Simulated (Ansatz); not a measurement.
bcc Rb, treated with HSE06 (plane waves, PAW; Ansatz, a first-principles code).

Numerical settings: plane-wave cutoff 500 eV, 6×6×6 k mesh, Fermi–Dirac smearing 0.1 eV, scalar-relativistic PAW data made under PBE.

Computed at the level's own relaxed cell.

Task: Predict the volume per atom and lattice parameter a.

Result: 
- volume per atom: 94.64 Å³/atom
- lattice parameter a: 5.742 Å

Measured, for comparison: equilibrium volume per atom 86.68 Å³/atom, lattice constant a 5.576 Å (low-temperature or extrapolated to 0 K; zero-point anharmonic expansion removed; as tabulated in Csonka et al. (2009), arXiv:0903.4037). Computed (rounded) less measured: equilibrium volume per atom +9.2 %, lattice constant a +3.0 %.

Note: exact exchange on metals is sensitive to the k mesh and can open a false gap; the run warned that the count of filled bands differs between k points.

Cost on a shared machine: around 4 core-minutes (rough).
